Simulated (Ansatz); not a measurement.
# CH₃S+ (SMILES C=[SH+]): single points off equilibrium

The task here is to estimate one member of a computed series from the others.

Program: Ansatz 0.2.0, Gaussian basis. Level of theory: single points in def2-TZVPP. These are calculated values, not measurements.

Cores are frozen in the correlated methods.

## The starting structure

SMILES `C=[SH+]`, 5 atoms, charge 1, spin multiplicity 1.

Atoms are counted from 1 here; the program's logs count them from 0.

Bond lengths: C1–S2 1.351 Å, C1–H3 1.195 Å, C1–H4 1.300 Å, S2–H5 1.474 Å. Angles: S2–C1–H3 126.7°, S2–C1–H4 129.9°, H3–C1–H4 100.6°, C1–S2–H5 98.8°.

As a file:

| atom | x (Å) | y (Å) | z (Å) |
| --- | --- | --- | --- |
| C1 | -0.17380 | -0.42980 | 0.16670 |
| S2 | 0.84700 | 0.39130 | 0.49620 |
| H3 | -0.30600 | -1.57070 | 0.49490 |
| H4 | -1.00050 | -0.37110 | -0.83550 |
| H5 | 0.48480 | 1.54830 | -0.34150 |

The first run:

Input file run/in.yaml:

```yaml
crystal:
  periodic: [false, false, false]
  atoms:
    - {symbol: C, position_ang: [-0.173800, -0.429800, 0.166700]}
    - {symbol: S, position_ang: [0.847000, 0.391300, 0.496200]}
    - {symbol: H, position_ang: [-0.306000, -1.570700, 0.494900]}
    - {symbol: H, position_ang: [-1.000500, -0.371100, -0.835500]}
    - {symbol: H, position_ang: [0.484800, 1.548300, -0.341500]}
basis:
  gaussian: {orbitals: def2-TZVPP}
total_charge: 1
correlation: {method: ccsd_t}
output: {forces: true}
```

The command line of these runs was not kept.

Among the steps run: CCSD(T)/def2-TZVPP; PBE0-D4/def2-TZVPP; wB97M-V/def2-TZVPP; r2SCAN-D4/def2-TZVPP; PBE-D4/def2-TZVPP; revPBE-D4/def2-TZVPP; BLYP-D4/def2-TZVPP.

One table of the session follows, with a row left open; its other results are not shown here.

```
   method  RMS force component (eV/Å)  angle to CCSD(T) forces (°)
  CCSD(T)                       9.044                    reference
  PBE0-D4                       8.693                          0.5
  wB97M-V                       8.734                          0.6
r2SCAN-D4                       8.680                          0.4
   PBE-D4                       8.671                          1.0
revPBE-D4                       8.778                          1.1
  BLYP-D4                           ?                            ?
```

Estimate the missing values for BLYP-D4.

**Answer.** RMS force component (eV/Å): 8.677; angle to CCSD(T) forces (°): 1.0. In the column «RMS force component (eV/Å)» it lies between PBE-D4 (8.671) and r2SCAN-D4 (8.680).
